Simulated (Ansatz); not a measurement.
**NS+ (triplet): HSE06, B2PLYP over a scan of the distance N1–S2, 6-31G**

How well do these functionals follow the top wave-function level for NS+ (triplet) over a scan of the distance N1–S2?

Program: Ansatz 0.2.0, Gaussian basis. Level of theory: 6-31G, all electrons in the functionals, frozen cores in the correlation of double hybrids and RPA. These are calculated values, not measurements.

Plan: HSE06, B2PLYP, at 1.272 Å; 1.434 Å; 1.595 Å; 1.774 Å; 1.979 Å; 2.196 Å; 2.550 Å; 2.960 Å; 3.551 Å; 4.395 Å; 5.529 Å.

42 further runs of the same task are left out: 11 for a known fault of the program, 22 that didn't finish, 9 set aside as unsound or not needed. Runs told in other sessions of the task aren't counted.

### 1 What is computed

The geometry derives from a PBE0/def2-TZVP stationary point (not a proven minimum). One bond is set to the value named and the two fragments are kept rigid.

2 atoms, charge 1, spin multiplicity 3.

Atoms are counted from 1 here; the program's logs count them from 0.

Bond lengths: N1–S2 1.595 Å.

No dispersion term is added. HSE06 is the plane-wave form.

The geometry shown and the zero of energy belong to the point 1.595 Å. The yardstick, FCI, and other wave-function levels (R restricted, U unrestricted, valence and pair active spaces) come from earlier runs.

### 2 HSE06, 1.272 Å

File in.yaml:

```yaml
crystal:
  periodic: [false, false, false]
  atoms:
    - {symbol: N, position_ang: [0.000000, 0.000000, 0.000000]}
    - {symbol: S, position_ang: [0.000000, 0.000000, 1.272000]}
basis:
  gaussian: {orbitals: 6-31G}
total_charge: 1
magnetization: {spin_polarized: true, initial_magnetization: 2}
hamiltonian: {xc: {name: HSE06}}
```

Run with:

```console
$ ansatz run in.yaml --threads 1 --pin off --events-out ev --progress --plain --max-ram 2393MiB
```

The runs that follow: HSE06, 1.434 Å; HSE06, 1.595 Å; HSE06, 1.774 Å; HSE06, 1.979 Å; HSE06, 2.196 Å; HSE06, 2.550 Å; HSE06, 2.960 Å; HSE06, 3.551 Å; HSE06, 4.395 Å; HSE06, 5.529 Å; B2PLYP, 1.272 Å; B2PLYP, 1.434 Å; B2PLYP, 1.595 Å; B2PLYP, 1.774 Å; B2PLYP, 1.979 Å; B2PLYP, 2.196 Å; B2PLYP, 2.550 Å; B2PLYP, 2.960 Å; B2PLYP, 3.551 Å; B2PLYP, 4.395 Å; B2PLYP, 5.529 Å.

**Question.** What will the summary of the whole plan be? Wanted: span of the FCI curve; largest miss, HSE06; largest miss, B2PLYP.

**Answer**, as computed:

```
             quantity                value
span of the FCI curve             6.034 eV
  largest miss, HSE06  +1.297 eV (4.395 Å)
 largest miss, B2PLYP  +1.102 eV (5.529 Å)
```

Of the functionals, B2PLYP keep the smallest largest miss at the points compared (at most 1.102 eV) and HSE06 strays most (1.297 eV, at 4.395 Å). HSE06, B2PLYP clearly break the spin symmetry at some points (⟨S²⟩ up to 2.00 above the pure value), so energy there is bought with a mixed spin. Functionals and the yardstick converge differently with the basis, so part of each miss in 6-31G is the basis.
